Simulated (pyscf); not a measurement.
Hydrogen abstraction: H₃C–CH₃ + CH₂ [triplet] → •H₂C–CH₃ + CH₃•

Gas phase, triplet surface, charge 0. Bonds broken: C1–H3. Bonds formed: H3–C9. Single points on ωB97X-D3(BJ)/def2-SVP structures (PySCF, gas phase). Correlated levels are frozen-core, on RHF or UHF. ΔMP2 is the change of the MP2 total energy from the triple- to the quadruple-zeta basis.

Transition state (Å):

```xyz
11

C     -1.2416    -0.2243    -0.5115
C     -0.2098     0.6501    -1.1917
H     -1.2847     0.0931     0.7227
H     -0.9960    -1.2967    -0.5012
H     -2.2734    -0.0667    -0.8598
H     -0.4652     1.7179    -1.0995
H      0.7908     0.5061    -0.7534
H     -0.1348     0.4194    -2.2689
C     -1.2818     0.4961     2.0653
H     -0.4342     0.1975     2.6922
H     -2.1238     1.0964     2.4273
```

One imaginary mode, 1432i cm⁻¹; descent along it reached the two sides named.

```csv
bond,change,reactant side (Å),saddle,product side
C1–H3,breaks,1.102,1.275,2.7
H3–C9,forms,3.0,1.402,1.093
```

Electronic energies relative to the separated reactants (kJ/mol):

```tsv
level	barrier	reaction energy	reverse barrier
ωB97X-D3(BJ)/def2-TZVP	30.3	-41.9	72.2
PBE/def2-TZVP	10.0	-44.2	54.2
r²SCAN/def2-TZVP	19.3	-48.0	67.3
B3LYP-D3(BJ)/def2-TZVP	21.3	-46.8	68.1
PBE0-D3(BJ)/def2-TZVP	21.8	-40.8	62.6
M06-2X/def2-TZVP	43.4	-25.0	68.3
ωB97M-D3(BJ)/def2-TZVP	39.4	-34.8	74.2
HF/def2-TZVP	99.0	-21.1	120.2
MP2/def2-QZVPP	51.6	-25.9	77.5
CCSD/def2-TZVPP	52.4	-30.2	82.6
CCSD(T)/def2-TZVPP	45.3	-30.0	75.4
CCSD(T)/def2-TZVPP + ΔMP2(QZVPP)	43.9	-32.1	76.0
```

With CCSD(T)/def2-TZVPP + ΔMP2(QZVPP) energies and thermal terms (ideal gas, 1 atm, RRHO with modes under 100 cm⁻¹ raised to 100, one conformer, R ln 2 for chiral ones without a mode under 150 cm⁻¹), in kJ/mol:

```csv
T (K),ΔH‡,ΔG‡,ΔH,ΔG
298,33.7,65.3,-38.6,-47.1
600,36.6,96.4,-36.1,-56.8
900,40.7,125.4,-34.7,-67.5
1200,44.8,153.1,-34.0,-78.6
```

•H₂C–CH₃ + CH₃• also meet on a surface of lower spin, which isn't treated here. One saddle was located; it need not be the lowest between these sides. The angle at the transferred H is 177°. The CCSD(T) − MP2 part came from Ansatz, without density fitting, on the same reference.
